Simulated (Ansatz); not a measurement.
How far each method lies from full CI for BH₂⁺, singlet

Geometry: a point of a stretch scan, not a stationary point.

```yaml
atoms:
  - { symbol: B, position_ang: [0.0000, 0.0000, 0.1433] }
  - { symbol: H, position_ang: [0.0000, 0.0000, -1.4657] }
  - { symbol: H, position_ang: [0.0000, 0.0000, 1.3225] }
```

Basis cc-pVQZ; Ansatz 0.2.0. Correlated methods freeze the noble-gas cores, which leaves 4 electrons in 114 orbitals. R marks a restricted (for open shells ROHF) determinant. Active spaces: valence = (4e, 6o) chosen from the atoms' valence shells.

Full CI is exact within this basis and frozen core; it isn't the basis-set limit.

* UHF ⟨S²⟩: 0.000
* T1 diagnostic (RCCSD): 0.0092
* largest doubles amplitude (RCCSD): 0.101

```csv
level,E − E(full CI) (mEh),share of correlation (%),wall time
RHF,96.54,0.00,–
RMP2,20.42,78.84,–
RCCSD,1.84,98.09,–
RCCSD(T),0.41,99.57,1.9 s
BCCD(T),0.41,99.58,2.5 s
RCCSDT,0.05,99.95,–
RCCSDT(Q),0.01,99.99,10 s (H100)
CASSCF (valence space),38.08,60.55,–
NEVPT2 (valence space),12.53,87.02,9 s (H100)
MRCISD (valence space),1.93,98.00,–
MRCISD+Q (valence space),1.26,98.69,8.5 s (H100)
```

The correlation energy at full CI, counted from RHF, is -2.627 eV. That run took 45 s on 2 threads of AMD EPYC 7R13 with a shared H100 80 GB, shared host over 10,507,721 determinants.

Times hold each run's SCF and search for its determinant on a shared host, so for small cases they say little of a method's own cost; rows without a card ran on 1 thread of AMD EPYC 7R13.

The full-CI state has the irrep A1 of C2v, in the program's axes (one component, if the state is degenerate).

Natural occupations of full CI about the gap: 1.953 1.924 0.047 0.018 0.018 0.014 0.007 0.007 0.005 0.003; effectively unpaired electrons, Σ n²(2−n)², 0.04.
